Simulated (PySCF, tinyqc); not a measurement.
Orbital energy against energy difference: ionisation energy by orbital energies and by energy differences in the 6-31g basis, for CH2, spin multiplicity 1. Computed by the program tinyqc with PySCF. 

Geometry (angstrom):

| atom | x | y | z |
|---|---|---|---|
| C | 0.0000 | 0.0000 | 0.0000 |
| H | 0.0000 | 0.9160 | 0.4970 |
| H | 0.0000 | -0.9530 | 0.5170 |

CCSD(T) difference in the same basis = 8.8021 eV

IP-EOM-CCSD = 8.7627 eV

The cation is unrestricted; errors are against CCSD(T) in this basis, not against experiment.

First vertical ionisation energy (eV):

| method | -e(HOMO) | E(cation) - E | error of -e(HOMO) | error of the difference |
|---|---|---|---|---|
| HF | 9.4597 | 8.081776 | 0.6577 | -0.7203 |
| LDA | 5.5821 | 9.312016 | -3.2200 | 0.5099 |
| PBE | 4.3523 | 6.508388 | -4.4498 | -2.2937 |
| B3LYP | 5.4095 | 9.351824 | -3.3926 | 0.5497 |
| PBE0 | 5.6756 | 9.207607 | -3.1265 | 0.4055 |
| CAM-B3LYP | 7.1515 | 9.335625 | -1.6506 | 0.5335 |
| LC-wPBE | 8.6823 | 9.306764 | -0.1198 | 0.5047 |

Koopmans errs by +0.66 eV and Delta-HF by -0.72 eV: relaxation, 1.38 eV, lowers the value and the missing correlation difference works against it. The PBE level is off by -4.4 eV through the wrong tail of its potential, though its energy difference is off by -2.29 eV; exact exchange deepens the level, and among the orbital energies LC-wPBE comes closest; among the differences PBE0 does. The restricted reference is unstable here: a spin-polarised solution lies 0.0328 hartree lower (PySCF), so results built on it describe a poor reference.
